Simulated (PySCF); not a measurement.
Process, species as SMILES: N (NH3) → [NH2-] + H+
B3LYP-D3(BJ)/def2-TZVP geometries, fixed; electronic energies without zero-point terms.

Effect of the atomic grid (radial, angular points) at r2SCAN/def2-TZVP with PySCF, against the last row, where the deprotonation energy is 424.47 kcal/mol.

```tsv
setting	grid points, largest species	largest shift of a total energy (mEh)	shift of the deprotonation energy (kcal/mol)
atom_grid: 30, 110, unpruned	13200	-0.367	-0.002
atom_grid: 50, 194, unpruned	38800	-0.009	-0.007
atom_grid: 75, 302, unpruned	90600	-0.008	-0.003
atom_grid: 99, 590, unpruned	233640	-0.001	0.000
atom_grid: 150, 974, unpruned	584400	0.000	0.000
```

Within 0.02 kcal/mol in the deprotonation energy: atom_grid: 30, 110, unpruned; atom_grid: 50, 194, unpruned; atom_grid: 75, 302, unpruned; atom_grid: 99, 590, unpruned. The largest shift is 0.367 mEh in a total energy and 0.007 kcal/mol in the difference.
